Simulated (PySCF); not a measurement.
# SiN and its ions

PBE; Si def2-SVP, N def2-SVP; no relativity (PySCF 2.14). Neutral (UKS): doublet (σ ↑), Re = 1.591 Å, ωe = 1149 cm⁻¹, De = 5.03 eV, HOMO -6.63 eV, LUMO -5.85 eV.

SiN⁺ (UKS): triplet (π ↑↑), Re = 1.831 Å, ωe = 736 cm⁻¹, De = 2.94 eV to Si⁺ + N. The energies at the minima are -343.77570 hartree for SiN and -343.39851 for SiN⁺.

Problem. Work out the adiabatic ionisation energy, without and with harmonic zero-point energies (1 hartree = 27.2114 eV, 1 eV = 8065.5 cm⁻¹), and the change of the bond length.

Solution. At PBE: 0.37719 hartree = 10.264 eV between the minima; the zero-point term (736.0 − 1149.0)/2 cm⁻¹ = -0.026 eV makes it 10.238 eV. Re changes by +24.0 pm against the neutral. More than one orbital changes its filling between the two states.

For an ion De counts to the pair picked by the measured ionisation energies or electron affinities, which need not be the lowest pair at this level. States were picked by a PBE0 search and need not be the measured ground states.
